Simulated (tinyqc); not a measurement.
Worked calculation: extended Hueckel theory, for LiH+. The parameters take no account of the charge, which enters only through the electron count. Computed by tinyqc, a small Python program that keeps every step (integrals from PySCF). Settings: charge = 1, K = 1.75, multiplicity = 2. Command: `OMP_NUM_THREADS=1 python tinyqc.py 28233 28234 out.jsonl` (the two numbers bound the seeds that draw the settings). One thread of a shared host (Intel(R) Xeon(R) Processor @ 2.60GHz), about 0.01 s of CPU time with the checks.

## Overlaps

Geometry (angstrom):
```
atom        x        y        z
Li    0.00000  0.00000  0.00000
H     0.00000  0.00000  1.48700
```

Parameters chosen for this run:
```
element  shell  Slater exponent  H_ii (eV)
Li          2s          0.65000   -5.40000
Li          2p          0.65000   -3.50000
H           1s          1.30000  -13.60000
```

Slater orbitals, each expanded in six Gaussians scaled to its exponent.

overlap S, lower triangle:
```
          1Li 2s  1Li 2px  1Li 2py  1Li 2pz    2H 1s
1Li 2s   1.00000
1Li 2px  0.00000  1.00000
1Li 2py  0.00000  0.00000  1.00000
1Li 2pz  0.00000  0.00000  0.00000  1.00000
2H 1s    0.37820  0.00000  0.00000  0.49041  1.00000
```

## Wolfsberg-Helmholz matrix

diagonal H_ii (eV): 1Li 2s -5.40000, 1Li 2px -3.50000, 1Li 2py -3.50000, 1Li 2pz -3.50000, 2H 1s -13.60000

K = 1.75000

H_ij = K' S_ij (H_ii + H_jj)/2 for i != j (the diagonal keeps H_ii), with K' = 1.75.

H (eV), lower triangle:
```
           1Li 2s   1Li 2px   1Li 2py   1Li 2pz      2H 1s
1Li 2s   -5.40000
1Li 2px   0.00000  -3.50000
1Li 2py   0.00000   0.00000  -3.50000
1Li 2pz   0.00000   0.00000   0.00000  -3.50000
2H 1s    -6.28751   0.00000   0.00000  -7.33769  -13.60000
```

## Orbitals

valence electrons = 1

Solve H C = S C e through S^(-1/2); fill by pairs from the bottom, a degenerate level sharing its electrons equally; each orbital has its largest coefficient positive (the first on a tie).

orbital energies (eV): -13.77221  -4.71586  -3.50000  -3.50000  4.29763

occupations: 1.00000  0.00000  0.00000  0.00000  0.00000

coefficients:
```
             MO1       MO2       MO3      MO4       MO5
1Li 2s   0.11898   0.84643   0.00000  0.00000   0.70811
1Li 2px  0.00000   0.00000  -0.30948  0.95091   0.00000
1Li 2py  0.00000   0.00000   0.95091  0.30948   0.00000
1Li 2pz  0.05247  -0.53136   0.00000  0.00000   1.05120
2H 1s    0.92330  -0.12857   0.00000  0.00000  -0.86783
```

sum of one-electron energies = -13.77221 eV

Within a degenerate level the vectors are fixed only up to a rotation; this is one choice.

## Mulliken analysis

P = C n C^T; charge = valence electrons (Li 1, H 1) minus the sum of (P S)_ii on the atom; overlap population = 2 sum P_ij S_ij between two atoms.

charges: 1Li 0.91779, 2H 0.08221

Overlap populations:
```
pair     value
2-1   0.130609
```
